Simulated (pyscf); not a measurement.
Structures and frequencies: ωB97X-D3(BJ)/def2-SVP in PySCF.

Q: Estimate by transition-state theory the rate constant of `[OH][Se]` [doublet] + `[H][H]` -> `[O][SeH]` [doublet] + `[H][H]` (doublet surface; H–H, H–O broken, H–Se, H–H formed) at 900 K, with ωB97M-D3(BJ)/def2-TZVP energies (ideal gas, 1 atm, RRHO with modes under 100 cm⁻¹ raised to 100, one conformer, R ln 2 for chiral ones without a mode under 150 cm⁻¹; no tunnelling).

A: The electronic barrier is 40.1 kcal/mol and the thermal terms add +26.0, so ΔG‡ = 66.1 kcal/mol. With k_BT/h = 1.88e+13 s⁻¹ and RT = 1.788 kcal/mol, and a volume of 1.23e-19 cm³ per molecule at 1 atm, k = 2.0e-22 cm³ molecule⁻¹ s⁻¹. Wigner's tunnelling factor for 1763i cm⁻¹ would be 1.33. A shift of 1 kcal/mol in the barrier changes k by a factor 1.7. This is the saddle that the search found; another between the same sides may lie lower. Elements up to Kr have no core potential and no relativistic terms here.
